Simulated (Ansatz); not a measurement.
**Multireference treatment of C4H4N2, singlet**

Calculated in Ansatz's Gaussian-basis code. Basis cc-pVDZ, nonrelativistic, no frozen core. State-specific CASSCF; RHF is the lowest restricted (open-shell) Hartree–Fock solution met. Solutions may break the symmetry of the shape. Lower solutions, or ones in other orbitals, may exist.

Geometry:

```xyz
10

C     0.0000    0.0000    1.3115
N     0.0000    1.2019    0.7169
C     0.0000    1.1854   -0.6255
C     0.0000    0.0000   -1.3535
C     0.0000   -1.1854   -0.6255
N     0.0000   -1.2019    0.7169
H     0.0000    0.0000    2.3990
H     0.0000    2.1550   -1.1195
H     0.0000    0.0000   -2.4387
H     0.0000   -2.1550   -1.1195
```

(1) What do CASSCF and its corrections give against RHF in CAS(10,8), and what are the occupations?

(2) Roughly how much CPU time does a whole run from the default start take (median of such runs, summed over threads; nearly all runs on one pinned thread of a shared server, mostly Xeon at 2.3 to 2.6 GHz, by a development driver)?

Results:

(1) CASSCF -2.299 eV, SC-NEVPT2 -22.586 eV; occupations 2.00, 1.99, 1.98, 1.94, 1.93, 0.07, 0.06, 0.02.

(2) CAS(10,8): about 16 s. Other jobs ran beside these, and the count of passes differs.
